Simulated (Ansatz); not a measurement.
Molecular dynamics of H4OSi

input.yaml

```yaml
crystal:
  periodic: [false, false, false]
  atoms:
    - { symbol: Si, position_ang: [-0.022309, -0.029157, -0.039882] }
    - { symbol: H, position_ang: [-0.093729, 0.019258, 1.445806] }
    - { symbol: H, position_ang: [1.390323, 0.054452, -0.46741] }
    - { symbol: O, position_ang: [-0.793507, 1.257167, -0.74694] }
    - { symbol: H, position_ang: [-1.737849, 1.351566, -0.574302] }
    - { symbol: H, position_ang: [-0.59423, -1.333686, -0.470872] }
basis:
  gaussian: { orbitals: "6-31G*" }
hamiltonian:
  xc: cam_b3lyp
md:
  timestep: 0.5
  n_steps: 250
  ensemble: nvt_langevin
  temperature: 2000.0
  initial_velocities: maxwell_boltzmann
  seed: 685147
  friction: 0.001
```

Run as:

```bash
$ ansatz run input.yaml --threads 1 --pin off --max-ram 2048MiB --backend cpu --events-out ev --progress --plain --runs-dir out
```

It starts from a relaxed structure.

Output, in part (one step line in 9, the closing report, with atoms numbered from 0):

```
md step     0: t =     0.00 fs  T =  1666.7 K  F+E_penalty+E_count = -9989.21575555 eV  E_kin = 1.292600 eV  (22 SCF iters)
md step     9: t =     4.50 fs  T =   845.1 K  F+E_penalty+E_count = -9988.57419503 eV  E_kin = 0.655417 eV  (23 SCF iters)
md step    18: t =     9.00 fs  T =   548.2 K  F+E_penalty+E_count = -9988.36739484 eV  E_kin = 0.425159 eV  (23 SCF iters)
md step    27: t =    13.50 fs  T =   994.8 K  F+E_penalty+E_count = -9988.73309221 eV  E_kin = 0.771538 eV  (23 SCF iters)
md step    36: t =    18.00 fs  T =  1254.7 K  F+E_penalty+E_count = -9988.89288175 eV  E_kin = 0.973115 eV  (22 SCF iters)
md step    45: t =    22.50 fs  T =  1016.5 K  F+E_penalty+E_count = -9988.66690431 eV  E_kin = 0.788369 eV  (23 SCF iters)
md step    54: t =    27.00 fs  T =   441.1 K  F+E_penalty+E_count = -9988.20741204 eV  E_kin = 0.342078 eV  (22 SCF iters)
md step    63: t =    31.50 fs  T =  1131.4 K  F+E_penalty+E_count = -9988.76696967 eV  E_kin = 0.877507 eV  (25 SCF iters)
md step    72: t =    36.00 fs  T =  1039.8 K  F+E_penalty+E_count = -9988.69657167 eV  E_kin = 0.806448 eV  (22 SCF iters)
md step    81: t =    40.50 fs  T =   952.3 K  F+E_penalty+E_count = -9988.69280224 eV  E_kin = 0.738566 eV  (22 SCF iters)
md step    90: t =    45.00 fs  T =   701.9 K  F+E_penalty+E_count = -9988.45587908 eV  E_kin = 0.544355 eV  (22 SCF iters)
md step    99: t =    49.50 fs  T =   726.6 K  F+E_penalty+E_count = -9988.58070455 eV  E_kin = 0.563524 eV  (22 SCF iters)
md step   108: t =    54.00 fs  T =  1006.5 K  F+E_penalty+E_count = -9988.71948720 eV  E_kin = 0.780618 eV  (22 SCF iters)
md step   117: t =    58.50 fs  T =   476.4 K  F+E_penalty+E_count = -9988.36648001 eV  E_kin = 0.369438 eV  (23 SCF iters)
md step   126: t =    63.00 fs  T =   835.1 K  F+E_penalty+E_count = -9988.60450853 eV  E_kin = 0.647644 eV  (22 SCF iters)
md step   135: t =    67.50 fs  T =   965.9 K  F+E_penalty+E_count = -9988.70819731 eV  E_kin = 0.749082 eV  (23 SCF iters)
md step   144: t =    72.00 fs  T =   866.5 K  F+E_penalty+E_count = -9988.64281608 eV  E_kin = 0.672023 eV  (22 SCF iters)
md step   153: t =    76.50 fs  T =   739.8 K  F+E_penalty+E_count = -9988.50404061 eV  E_kin = 0.573791 eV  (22 SCF iters)
md step   162: t =    81.00 fs  T =   600.8 K  F+E_penalty+E_count = -9988.43532235 eV  E_kin = 0.465968 eV  (22 SCF iters)
md step   171: t =    85.50 fs  T =  1069.4 K  F+E_penalty+E_count = -9988.79984152 eV  E_kin = 0.829353 eV  (23 SCF iters)
md step   180: t =    90.00 fs  T =   757.3 K  F+E_penalty+E_count = -9988.52248851 eV  E_kin = 0.587356 eV  (22 SCF iters)
md step   189: t =    94.50 fs  T =   429.7 K  F+E_penalty+E_count = -9988.24864352 eV  E_kin = 0.333262 eV  (23 SCF iters)
md step   198: t =    99.00 fs  T =  1057.6 K  F+E_penalty+E_count = -9988.71171704 eV  E_kin = 0.820225 eV  (23 SCF iters)
md step   207: t =   103.50 fs  T =  1337.7 K  F+E_penalty+E_count = -9988.92214332 eV  E_kin = 1.037452 eV  (22 SCF iters)
md step   216: t =   108.00 fs  T =   643.2 K  F+E_penalty+E_count = -9988.37721663 eV  E_kin = 0.498813 eV  (23 SCF iters)
md step   225: t =   112.50 fs  T =   881.4 K  F+E_penalty+E_count = -9988.52865885 eV  E_kin = 0.683605 eV  (22 SCF iters)
md step   234: t =   117.00 fs  T =  1358.6 K  F+E_penalty+E_count = -9988.87263346 eV  E_kin = 1.053685 eV  (23 SCF iters)
md step   243: t =   121.50 fs  T =  1138.7 K  F+E_penalty+E_count = -9988.69440985 eV  E_kin = 0.883169 eV  (23 SCF iters)
md step   250: t =   125.00 fs  T =   658.1 K  F+E_penalty+E_count = -9988.22304554 eV  E_kin = 0.510367 eV  (23 SCF iters)
Total energy: -9988.22314132 eV, -367.0604301826 hartree
Atom 0 at    -0.074914    -0.171941    -0.242798 Å, force    -2.892190     2.603255    -2.136766 eV/Å
Atom 1 at    -1.206767    -0.982900     0.427979 Å, force     1.528020     0.038224     0.207925 eV/Å
Atom 2 at     1.097308     0.582560     0.371948 Å, force    -0.453041    -1.159789     0.135730 eV/Å
Atom 3 at    -1.095790     1.292250    -0.633229 Å, force     0.646417    -2.200366    -2.197208 eV/Å
Atom 4 at    -1.523677     1.218433    -1.572816 Å, force     1.128422     0.102916     2.562942 eV/Å
Atom 5 at     0.262894    -0.927410    -1.595773 Å, force     0.042371     0.615760     1.427377 eV/Å
Dipole moment:     0.148996    -0.351455    -0.134188 e Å
```

The run went to its last step. The mean temperature of the second half is 54 % below the set value. A run of 0.12 ps of so small a system gives no equilibrium averages.

The same pairs are bonded in the first frame and the last. Pairs count as bonded within 1.25 times the sum of covalent radii (0.12 Å more for H–H).

Last frame:

```xyz
6
Properties=species:S:1:pos:R:3
Si -0.075 -0.172 -0.243
H -1.207 -0.983 0.428
H 1.097 0.583 0.372
O -1.096 1.292 -0.633
H -1.524 1.218 -1.573
H 0.263 -0.927 -1.596
```

The run took 4.2 min on 1 thread of Arm Neoverse V1, on a shared host, peak memory 0.085 GiB.
